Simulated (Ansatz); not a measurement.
The parent structure is Cu in the fcc (Cu type) structure (space group Fm-3m, No. 225; a = 3.630 Å).

Levels (all Ansatz, a quantum-chemistry and plane-wave program, PAW): PBE (420 eV, spin-orbit coupling left out); PBEsol (420 eV, without spin-orbit coupling).

Levels that relaxed their own cell: PBE and PBEsol.

```csv
level,lattice parameter a
PBE,3.630 Å
PBEsol,3.564 Å
```

Measured: lattice parameter a 3.595 Å (static lattice; corrected from measurement; as listed in Gábor I. Csonka et al., Physical Review B (2009)).

Computed minus measured — lattice parameter a: PBE +1.0 %, PBEsol -0.9 %.

Whether these cells are dynamically stable was not tested. The final runs are not spin-polarised.
